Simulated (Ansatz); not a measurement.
# BNH₂+ (doublet): the correlation ladder, def2-TZVPP

The task here is to estimate one member of a computed series from the others.

Method: def2-TZVPP, core rule «outside noble gas», up to 2 orbitals frozen; program: Ansatz 0.2.0, Gaussian basis.

The runs, in order: UHF; ROHF; CCSD(T) on UHF.

2 further runs of the same task are left out: 2 set aside as unsound or not needed.

### The geometry

The geometry is a PBE0/def2-TZVP stationary point (not a proven minimum) of the parent state, kept for this charge and spin.

4 atoms, charge 1, spin multiplicity 2.

Atoms are counted from 1 here; the program's logs count them from 0.

Bond lengths: B1–N2 1.376 Å, B1–H3 1.215 Å, N2–H4 1.012 Å. Angles: N2–B1–H3 113.0°, B1–N2–H4 139.9°.

Set-up of the first run:

in.yaml reads:

```yaml
crystal:
  periodic: [false, false, false]
  atoms:
    - {symbol: B, position_ang: [0.000000, -0.124007, 0.773899]}
    - {symbol: N, position_ang: [0.000000, -0.022422, -0.597982]}
    - {symbol: H, position_ang: [0.000000, 0.956413, 1.330586]}
    - {symbol: H, position_ang: [0.000000, 0.685254, -1.321528]}
basis:
  gaussian: {orbitals: def2-TZVPP}
total_charge: 1
magnetization: {spin_polarized: true, initial_magnetization: 1}
hamiltonian: {xc: hf}
output: {orbitals: {seedname: orbitals}}
```

Command:

```console
$ ansatz run in.yaml --threads 1 --pin off --events-out ev --progress --plain --max-ram 3968MiB --backend cpu
```

Among the steps run: UHF; ROHF; CCSD(T) on UHF.

One of the session's tables, all rows but one given; the rest of the session is left out.

| method | from UCCSD(T) (meV) |
| --- | --- |
| ROHF | ? |
| UHF | +7561.5 |
| UMP2 | +1021.0 |
| UCCSD | +299.3 |
| UCCSD(T) | 0 |

**Question.** Estimate the row for ROHF.

**Answer.** from UCCSD(T) (meV): +7746.8. In the column «from UCCSD(T) (meV)» it is the highest.
